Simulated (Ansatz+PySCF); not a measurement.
Values are calculated unless marked as measured or tabulated.
Input for Ansatz (development build ahead of 0.2.0):

```yaml
crystal:
  periodic: [false, false, false]
  atoms:
    - { symbol: "N", position_ang: [0.0, 0.0, -1.21855] }
    - { symbol: O, position_ang: [0.0, 0.0, 1.06623] }
basis:
  gaussian: { orbitals: cc-pVDZ }
magnetization:
  initial_magnetization: 1
hamiltonian:
  xc: pbe0
scf:
  omitted_lower_state_checks: [stability, starts, atomic_configurations, cluster_reference, orbital_swaps, given_window_search, neighbouring_geometries, increment]
output:
  forces: true
```

The input is written out in the form of the current development build from the run's settings.

The run gave:

```json
{"Converged": "yes", "Total energy": "-129.37871 hartree", "Spin squared of the determinant": "0.750"}
```

Forces (eV/Å):
```csv
atom,Fx,Fy,Fz
N1,0.000,0.000,5.417
O2,0.000,0.000,-5.417
```

This is not the lowest solution: another run reaches a determinant 0.22 eV lower. Caution: an unrestricted determinant lies well below.
